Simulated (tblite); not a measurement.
Species: C4H7O (doublet state).
Z-matrix (Å and degrees, GFN2-xTB geometry), rows numbered from 1:
```
C 
C   1  1.3131
C   2  1.4997  1  122.45
C   3  1.5549  2  108.91  1   -28.27
O   4  1.3283  3  113.98  2    54.69
H   1  1.1059  2  116.22  3     2.84
H   1  1.0747  2  126.17  3  -177.28
H   2  1.0841  1  122.18  3   178.73
H   3  1.0930  2  108.73  1    91.11
H   3  1.0905  2  111.51  1  -149.08
H   4  1.1102  3  109.04  2   -72.42
H   4  1.1092  3  105.17  2   172.96
```

Level: GFN2-xTB in tblite, geometry and Hessian alike; calculated harmonic values, unscaled, isolated species. This tight-binding method is rough: wavenumbers can miss measured ones by several per cent, in bad cases by 10 to 20. One conformer, not necessarily the lowest. Open shells enter through the occupations alone, without spin polarisation, and single modes of such species can be off by tens of per cent.

Harmonic wavenumbers (cm⁻¹): 196.5, 217.6, 285.3, 434.1, 531.7, 621.1, 812.2, 824.6, 886.6, 943.5, 981.7, 1002.9, 1028.5, 1093.7, 1138.1, 1209.4, 1224.9, 1270.2, 1301.4, 1329.0, 1400.9, 1441.0, 1708.0, 2695.0, 2716.1, 2762.8, 2960.3, 2989.5, 3016.2, 3126.8.

A = 8251, B = 4849, C = 3303 MHz; mass 71.050 u (most abundant isotopes); point group C1, symmetry number 1; spin multiplicity 2.

**Question.** What is the zero-point energy?

**Answer.** ½Σν̃ = 21075 cm⁻¹ = 60.26 kcal/mol.

**Question.** Give the ideal-gas entropy at 200 K and 1 bar in the rigid-rotor, harmonic-oscillator model (classical rotation).

**Answer.** Translation 36.74, rotation 24.11, vibration 4.51, spin (R ln 2) 1.38: S = 66.7 cal/(mol K).

**Question.** And Cp and H(200 K) − H(0)?

**Answer.** Cp = 15.79 cal/(mol K), of which vibrations give 7.84 (their classical limit is 30 R = 59.6); H(200 K) − H(0) = 2.20 kcal/mol without the zero-point energy, 0.61 from vibrations.

**Question.** What must be added to the electronic energy to get the Gibbs energy at 200 K and 1 bar?

**Answer.** ZPE + [H(200 K) − H(0)] − T·S = 60.26 + 2.20 − 13.35 = 49.11 kcal/mol.

**Question.** How do the functions run with temperature in this model?

**Answer.** 
```tsv
T (K)	S (cal/(mol K))	Cp (cal/(mol K))	H − H(0) (kcal/mol)	G − H(0) (kcal/mol)	ln q(vib)
150	62.6	13.2	1.47	-7.92	0.39
250	70.6	18.7	3.06	-14.58	1.15
298.15	74.1	21.8	4.03	-18.07	1.58
400	81.5	28.2	6.59	-25.99	2.61
600	94.9	38.3	13.31	-43.66	4.90
900	112.5	48.0	26.38	-74.85	8.52
```

q(vib) and H(0) count from the zero-point level.

**Question.** Which modes carry the vibrational entropy at 200 K?

**Answer.** 196.5 cm⁻¹: 1.46; 217.6 cm⁻¹: 1.29; 285.3 cm⁻¹: 0.87; 434.1 cm⁻¹: 0.38; 531.7 cm⁻¹: 0.21; 621.1 cm⁻¹: 0.13 cal/(mol K); the other 24 give 0.18 together.

Hindered rotation and anharmonicity are outside this model. Other conformers, if any are populated, would add a mixing term that is left out. The structure is chiral; the term R ln 2 for an equal mix with its mirror image is left out.
